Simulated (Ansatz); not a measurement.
Changing the shape of NaF, singlet

Calculated in Ansatz's Gaussian-basis code. Basis def2-SVP, nonrelativistic, 6 orbitals frozen in the corrections; active space CAS(8,8). Restricted Hartree–Fock, then the lowest state-specific CASSCF solution met for each case. A minimal or small basis: far from the basis limit. Single-reference values can break down or jump between states where bonds are stretched. Unlike active orbitals can shift such differences by tenths of an eV, at times by over 1 eV.

Case A: bond length 3.8520 Å. A bond is stretched, to 1.73 times the sum of the covalent radii.

Case B: bond length 1.9260 Å.

Energy less that of case A, in eV:

```
case  RHF/ROHF
   B    -3.580
```

**Question.** What does SC-NEVPT2 give for these differences?

**Answer.** B: -3.617 eV (-83.4 kcal/mol).
